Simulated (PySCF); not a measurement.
H6Si2, SMILES [SiH3][SiH3]. The structure is a stationary point at TPSSh-D3(BJ)/def2-TZVP.

Give the equilibrium geometry at TPSSh-D3(BJ)/def2-TZVP (PySCF confirms it by a frequency run) as bond lengths and angles, and its point group. (Estimate from the structure and the level; the computed values follow.)

point group D3d.
Atoms: Si1 Si2 H3 H4 H5 H6 H7 H8. Bonds (Å): Si1–Si2 2.344, Si1–H3 1.483, Si1–H4 1.483, Si1–H5 1.483, Si2–H6 1.483, Si2–H7 1.483, Si2–H8 1.483. Bond angles (°): Si2–Si1–H3 110.4, Si2–Si1–H4 110.4, Si2–Si1–H5 110.4, H3–Si1–H4 108.6, H3–Si1–H5 108.6, H4–Si1–H5 108.6, Si1–Si2–H6 110.4, Si1–Si2–H7 110.4, Si1–Si2–H8 110.4, H6–Si2–H7 108.6, H6–Si2–H8 108.6, H7–Si2–H8 108.6.
Charge 0, spin multiplicity 1.
